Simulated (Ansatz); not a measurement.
**Worked example: SnH, doublet against SnH⁻, triplet**

Geometry (PBE0/def2-TZVPD stationary point of a triplet), kept for both states (SnH⁻, triplet: Σ⁻; SnH, doublet: Π):

```
atom   x (Å)   y (Å)   z (Å)
  Sn  0.0000  0.0000  0.0000
   H  0.0000  0.0000  1.8112
```

Basis def2-SVPD with its core potentials; Ansatz 0.2.0. Only valence electrons are correlated (noble-gas cores and the filled d shells of p-block atoms frozen). R marks a restricted (for open shells ROHF) determinant. No spin–orbit coupling is included; scalar relativity enters through the core potentials alone.

Full CI is exact within this basis and frozen core; it isn't the basis-set limit.

The highest occupied Kohn–Sham level of the anion is positive, up to +1.79 eV, so in those functionals the extra electron is held by the basis alone, which enters their differences from the reference.

| level | E(SnH⁻, triplet) (hartree) | E(SnH, doublet) (hartree) |
| --- | --- | --- |
| RCCSD(T) | -214.011152 | -213.975971 |
| PBE | -214.878187 | -214.839366 |
| r2SCAN | -214.967472 | -214.921962 |
| full CI | -214.011866 | -213.976493 |

Question: Give the vertical gap, SnH doublet less SnH⁻ triplet, at each level in eV (1 hartree = 27.2114 eV), and each error against full CI.

Answer: full CI: (-213.976493 − (-214.011866)) × 27.2114 = 0.963 eV (the reference)
r2SCAN: (-214.921962 − (-214.967472)) × 27.2114 = 1.238 eV, error 0.275 eV
PBE: (-214.839366 − (-214.878187)) × 27.2114 = 1.056 eV, error 0.093 eV
RCCSD(T): (-213.975971 − (-214.011152)) × 27.2114 = 0.957 eV, error -0.006 eV

Total energies of functionals can't be set beside those of wave-function methods, since they hold the core's correlation and their own absolute errors; only the differences compare.

In so small a basis the reference is far from its limit while semilocal and hybrid functionals are nearer theirs, so the functionals' errors here hold much of the reference's basis and frozen-core error, which can add to them or hide them.

Each level lands on the state that its own search finds. T1 diagnostics of restricted CCSD: 0.022 and 0.021.
